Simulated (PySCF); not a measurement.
C2H2N2S, SMILES c1cnsn1, point group C2v.

Level: PBE0/pcSseg-1 in PySCF (density fitting, grid level 2); geometry and Hessian at that level, cubic constants and property derivatives from steps of ±0.6 along each species' dimensionless normal coordinates, second-order vibrational perturbation theory. The parent has the commonest isotopes.

Equilibrium geometry (Å):

| atom | x | y | z |
| --- | --- | --- | --- |
| C1 | -0.5917 | -0.5663 | -0.0749 |
| C2 | -0.1921 | 0.7617 | 0.2418 |
| N3 | 1.0899 | 0.9870 | 0.0761 |
| S4 | 1.7579 | -0.4203 | -0.4567 |
| N5 | 0.3907 | -1.3372 | -0.4780 |
| H6 | -1.6006 | -0.9652 | -0.0093 |
| H7 | -0.8408 | 1.5600 | 0.5928 |

Task: How much do zero-point and thermal motion change the parent's shieldings?

Result: 
```tsv
atom	σe (ppm)	anharmonic part, 0 K	harmonic part, 0 K	Δσ at 0 K	Δσ at 250 K	Δσ at 700 K
C1	31.74	-1.43	-1.82	-3.26	-3.33	-4.22
N3	-141.68	-4.63	-4.77	-9.40	-9.85	-14.35
S4	-75.23	-10.06	-11.43	-21.49	-22.64	-34.16
H6	22.82	-0.12	-0.30	-0.42	-0.43	-0.49
```

Task: And the bond lengths, in the parent and with ²H at 6?

Result: 
| bond | re (Å) | ⟨r⟩ at 0 K | between mean positions | ⟨r⟩, labelled |
| --- | --- | --- | --- | --- |
| C1–C2 | 1.4225 | 1.4313 | 1.4295 | 1.4311 |
| C2–N3 | 1.3121 | 1.3180 | 1.3158 | 1.3181 |
| N3–S4 | 1.6463 | 1.6540 | 1.6529 | 1.6540 |
| C1–H6 | 1.0869 | 1.1071 | 1.0910 | 1.1017 |

Task: What are the dipole moments?

Result: 1.599 D at equilibrium; averaged at 0 K: parent 1.575 D; ²H at 6 1.580 D; ³⁴S at 4 1.575 D; ²H at 6, ²H at 7 1.586 D; ¹⁵N at 3 1.575 D; ¹³C at 1 1.575 D.

The study (229 SCF points, 102 basis functions) took 25 min on 1 thread of Intel Xeon Platinum 8488C, shared host (rough), peak memory 0.58 GiB, launched as `OMP_NUM_THREADS=1 python ens_run.py task.json out`.
